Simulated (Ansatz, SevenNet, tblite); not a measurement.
## Zinc-blende BAs, elastic constant C11

Reference value: 285 GPa (measured, room temperature, not corrected to a static lattice; as tabulated in Kang et al. (2019), arXiv:1911.11281).

```tsv
level (code)	value (GPa)	cell (Å³/atom)
GFN2-xTB (tblite)	222	14.53
SevenNet-0 (SevenNet)	(withheld)	13.96
LDA (Ansatz)	290	13.25
PBE (Ansatz)	267	13.90
PBE-D3(BJ) (Ansatz)	279	13.52
r²SCAN (Ansatz)	289	13.68
HSE06 (Ansatz)	(withheld)	13.58
```

Problem. Fill in the missing entries.

Solution. 
- SevenNet-0 (SevenNet), value (GPa): 188
- HSE06 (Ansatz, a quantum-chemistry and plane-wave program), value (GPa): 296

Differences against the reference: GFN2-xTB -22 %, SevenNet-0 -34 %, LDA +1.8 %, PBE -6.3 %, PBE-D3(BJ) -2.1 %, r²SCAN +1.4 %, HSE06 +3.9 %.

The reference is not for a static lattice or low temperature, so close values are not ranked against it. Off by more than 25 % (a bound picked here): SevenNet-0 (-34 %).

The measured value isn't corrected to a static lattice, so vibrations enter the comparison. A static lattice is as a rule stiffer than a warm one, by over a tenth in soft solids.  GFN2-xTB: the method was fitted mainly to molecules. GFN2-xTB: the run uses a supercell at the zone centre in place of a k mesh. PBE-D3(BJ): the dispersion coefficients are held fixed in the derivatives. Each level is taken at its own relaxed cell. Cutoffs and k meshes differ between the levels. Ansatz's density-functional and Hartree–Fock values are scalar-relativistic unless marked +SOC, with PAW data made under PBE.

Machine-learned potentials (SevenNet-0) are trained on DFT data, which may include these solids.

Differences are worked out from the printed values.
